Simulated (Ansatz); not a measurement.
Results of rVV10 in Ansatz (plane waves, PAW) for hcp Mg.

Settings: plane-wave cutoff 500 eV, 30×30×14 k mesh (along the axes of the cell as run), Fermi–Dirac smearing 0.1 eV, scalar-relativistic PAW data made under PBE.

Computed at the level's own relaxed cell.

Problem. Predict the volume per atom, equilibrium lattice constant a and c axis length.

Solution. 
- volume per atom: 22.54 Å³/atom
- equilibrium lattice constant a: 3.176 Å
- c axis length: 5.160 Å

Measured, for comparison: lattice constant a 3.209 Å, lattice parameter c 5.210 Å (293 K, no zero-point or thermal correction; as tabulated in Wikipedia's data pages). Computed (rounded) less measured: lattice constant a -1.0 %, lattice parameter c -1.0 %. A static lattice is as a rule a little smaller and stiffer than an uncorrected measurement, which narrows the difference in the lattice constant a, lattice parameter c and would widen misses of the other sign.

Computing time: around 100 core-seconds (rough).

Ansatz is a program for electronic structure.
